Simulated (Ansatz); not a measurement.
# Other spins and charges of HAsSi, triplet at one geometry

Geometry (PBE0/def2-TZVP stationary point for this spin, not checked as a minimum):

```json
{"atom": "Si", "x (Å)": "0.0000", "y (Å)": "0.0280", "z (Å)": "1.7362"}
{"atom": "As", "x (Å)": "0.0000", "y (Å)": "-0.0305", "z (Å)": "-0.6393"}
{"atom": "H", "x (Å)": "0.0000", "y (Å)": "1.4877", "z (Å)": "-0.8606"}
```

Basis cc-pVDZ; Ansatz 0.2.0. Correlated methods freeze the noble-gas cores and the filled d shells of p-block atoms. R marks a restricted (for open shells ROHF) determinant, U an unrestricted one. Active spaces: valence = (10e, 9o) chosen from the atoms' valence shells. No spin–orbit coupling is included, and no scalar relativity.

Gaps are energies of the second state less the first, at fixed atoms, for a selection of the levels run; each method lands on the state that its own search finds for that charge and spin.

Unrestricted rows (U, and Kohn–Sham where it breaks symmetry) aren't spin-pure: their determinants' ⟨S²⟩ exceeds S(S+1) by up to 0.78, so they mix in states of higher spin. For open shells CISD is restricted-active-space CI with the open shells as a complete middle space. A value is left out where its run failed or describes another state than the reference as far as symmetry and spin tell, or, spin-broken singlets apart, can't be checked.

Removing an electron, to the doublet: 7.093 eV at UCCSDT(Q).

```csv
level,gap (eV),error (meV),⟨S²⟩ where 0.1 over S(S+1) (first / second)
CISD,7.119,26,– / –
UCCSD(T),7.106,13,– / 0.93
BCCD(T),7.104,11,– / –
CASSCF (valence space),6.391,-702,– / –
PBE,7.290,197,– / –
r2SCAN,7.489,396,– / –
B97M-V,7.299,206,– / –
B3LYP,7.309,216,– / –
wB97M-V,7.166,73,– / –
RPA-PBE,7.184,91,– / –
```

Removing an electron, to the quartet: 8.321 eV at UCCSDT(Q).

| level | gap (eV) | error (meV) |
| --- | --- | --- |
| UHF | 7.737 | -584 |
| UCCSD | 8.311 | -10 |
| UCCSD(T) | 8.323 | 2 |
| BCCD(T) | 8.327 | 6 |
| CASSCF (valence space) | 7.628 | -693 |
| NEVPT2 (valence space) | 8.143 | -178 |
| B97M-V | 8.653 | 332 |
| B3LYP | 8.694 | 373 |
| wB97M-V | 8.622 | 301 |
| B2PLYP | 8.519 | 198 |

Problem. PBE gives -1.078 eV for singlet less triplet. Estimate what UCCSDT(Q) gives in cc-pVDZ.

Solution. UCCSDT(Q) in cc-pVDZ gives -1.146 eV, so against it PBE is off by 0.068 eV, of which a good part can be the reference's own basis and frozen-core error.

Large singles or doubles amplitudes warn of static correlation in the HAsSi singlet.

| level | gap (eV) | error (meV) | ⟨S²⟩ where 0.1 over S(S+1) (first / second) |
| --- | --- | --- | --- |
| UHF | -0.419 | 727 | – / 0.78 |
| UMP2 | -0.616 | 530 | – / 0.78 |
| CISD | -0.786 | 360 | – / – |
| UCCSD | -0.924 | 222 | – / 0.78 |
| UCCSD(T) | -1.050 | 96 | – / 0.78 |
| BCCD(T) | -1.118 | 28 | – / – |
| UCCSDT | -1.113 | 33 | – / 0.78 |
| CASSCF (valence space) | -1.248 | -102 | – / – |
| NEVPT2 (valence space) | -1.185 | -39 | – / – |
| MRCISD (valence space) | -1.162 | -16 | – / – |
| MRCISD+Q (valence space) | -1.144 | 2 | – / – |
| r2SCAN | -0.921 | 225 | – / – |
| PBE0 | -0.868 | 278 | – / – |
| B3LYP | -0.999 | 147 | – / – |
| wB97M-V | -0.944 | 202 | – / – |
| B2PLYP | -0.933 | 213 | – / 0.29 |
| RPA-PBE | -1.103 | 43 | – / – |

Quintet less triplet: 1.443 eV at UCCSDT(Q).

| level | gap (eV) | error (meV) |
| --- | --- | --- |
| UHF | 0.930 | -513 |
| UMP2 | 1.319 | -124 |
| CISD | 1.285 | -158 |
| UCCSD | 1.414 | -29 |
| UCCSD(T) | 1.436 | -7 |
| BCCD(T) | 1.440 | -3 |
| UCCSDT | 1.442 | -1 |
| CASSCF (valence space) | 1.317 | -126 |
| NEVPT2 (valence space) | 1.423 | -20 |
| MRCISD (valence space) | 1.441 | -2 |
| MRCISD+Q (valence space) | 1.457 | 14 |
| PBE | 1.645 | 202 |
| r2SCAN | 1.463 | 20 |
| PBE0 | 1.562 | 119 |
| B3LYP | 1.794 | 351 |
| wB97M-V | 1.825 | 382 |
| B2PLYP | 1.670 | 227 |
| RPA-PBE | 1.678 | 235 |

In so small a basis the reference is far from its limit while semilocal and hybrid functionals are nearer theirs (RPA and double hybrids share part of the reference's basis error), so the functionals' errors here hold much of the reference's basis and frozen-core error, which can add to them or hide them.

Full CI isn't at hand for all of this; UCCSDT(Q) serves as the reference, and is uncertain by the last step of the cluster series or more. The frozen core follows each run's orbitals, which can shift R against U totals by a few meV for light atoms and by up to 0.1 eV past Ca.
